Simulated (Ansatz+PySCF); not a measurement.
A calculation with Ansatz (development build ahead of 0.2.0).

```yaml
crystal:
  periodic: [false, false, false]
  atoms:
    - { symbol: O, position_ang: [0.0, 0.0, -1.78241] }
    - { symbol: O, position_ang: [0.0, 0.0, 1.78241] }
basis:
  gaussian: { orbitals: cc-pVDZ }
magnetization:
  initial_magnetization: 2
hamiltonian:
  xc: hf
correlation:
  method: mp2
  frozen_orbitals: { O: 1 }
output:
  forces: true
```

The input is written out in the form of the current development build from the run's settings. Correlation on restricted open-shell orbitals is semicanonical, with singles.

Results

| Item | Value |
| --- | --- |
| Converged | yes |
| Reference energy | -149.45353 hartree |
| Correlation energy | -0.22572 hartree |
| Total energy | -149.67925 hartree |
| Spin squared of the determinant | 2.000 |
| Stability test | minimum among restricted orbitals |

Forces (eV/Å):
| atom | Fx | Fy | Fz |
| --- | --- | --- | --- |
| O1 | 0.000 | 0.000 | 0.047 |
| O2 | 0.000 | 0.000 | -0.047 |

Caution: large amplitudes, a single reference is doubtful; this determinant is likely not that of the ground state; an unrestricted determinant lies well below; the determinant breaks the point group; another reference gives a lower total.
